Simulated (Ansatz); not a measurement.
# CH₆NSi+ (SMILES [CH2+]N[SiH3]): one structure at several levels

The task here is to estimate one member of a computed series from the others.

The runs use Ansatz 0.2.0, Gaussian basis; single points in def2-TZVPP.

Correlated methods freeze the cores. B3LYP uses VWN-RPA correlation.

### Starting geometry

SMILES `[CH2+]N[SiH3]`, 9 atoms, charge 1, spin multiplicity 1.

Atoms are counted from 1 here; the program's logs count them from 0.

Bond lengths: C1–N2 1.260 Å, C1–H4 1.094 Å, C1–H5 1.097 Å, N2–Si3 1.876 Å, N2–H6 1.043 Å, Si3–H7 1.415 Å, Si3–H8 1.500 Å, Si3–H9 1.507 Å. Angles: N2–C1–H4 120.2°, N2–C1–H5 124.8°, H4–C1–H5 115.0°, C1–N2–Si3 127.6°, C1–N2–H6 118.6°, Si3–N2–H6 113.7°, N2–Si3–H7 99.8°, N2–Si3–H8 102.5°, N2–Si3–H9 97.1°, H7–Si3–H8 120.9°, H7–Si3–H9 115.5°, H8–Si3–H9 114.9°.

As a file:

```xyz
9

C    -0.82600    0.80660   -0.90950
N     0.06400    0.62240   -0.03720
Si    0.60900   -1.00790    0.71440
H    -1.42260   -0.03480   -1.27410
H    -1.08060    1.77870   -1.34830
H     0.63140    1.43930    0.27730
H     1.95240   -1.03930    0.27160
H    -0.40460   -1.97020    0.17050
H     0.40920   -0.62290    2.15780
```

Set-up of the first run:

Contents of run/in.yaml:

```yaml
crystal:
  periodic: [false, false, false]
  atoms:
    - {symbol: C, position_ang: [-0.826000, 0.806600, -0.909500]}
    - {symbol: N, position_ang: [0.064000, 0.622400, -0.037200]}
    - {symbol: Si, position_ang: [0.609000, -1.007900, 0.714400]}
    - {symbol: H, position_ang: [-1.422600, -0.034800, -1.274100]}
    - {symbol: H, position_ang: [-1.080600, 1.778700, -1.348300]}
    - {symbol: H, position_ang: [0.631400, 1.439300, 0.277300]}
    - {symbol: H, position_ang: [1.952400, -1.039300, 0.271600]}
    - {symbol: H, position_ang: [-0.404600, -1.970200, 0.170500]}
    - {symbol: H, position_ang: [0.409200, -0.622900, 2.157800]}
basis:
  gaussian: {orbitals: def2-TZVPP}
total_charge: 1
correlation: {method: ccsd_t}
output: {forces: true}
```

No record of the launch command was kept for these runs.

Steps of the session up to this table: CCSD(T)/def2-TZVPP; PBE0-D4/def2-TZVPP; wB97M-V/def2-TZVPP; r2SCAN-D4/def2-TZVPP; PBE-D4/def2-TZVPP; B3LYP-D4/def2-TZVPP; BLYP-D4/def2-TZVPP.

One of the session's tables, all rows but one given; the rest of the session is left out.

```
   method  RMS force component (eV/Å)  angle to CCSD(T) forces (°)
  CCSD(T)                       0.802                    reference
  PBE0-D4                       0.663                         15.4
  wB97M-V                       0.677                         12.2
r2SCAN-D4                       0.696                         10.0
   PBE-D4                           ?                            ?
 B3LYP-D4                       0.676                         10.8
  BLYP-D4                       0.725                          8.1
```

Q: Estimate the row for PBE-D4 from the others.

**Answer.** RMS force component (eV/Å): 0.707; angle to CCSD(T) forces (°): 12.0. In the column «RMS force component (eV/Å)» it lies between r2SCAN-D4 (0.696) and BLYP-D4 (0.725).
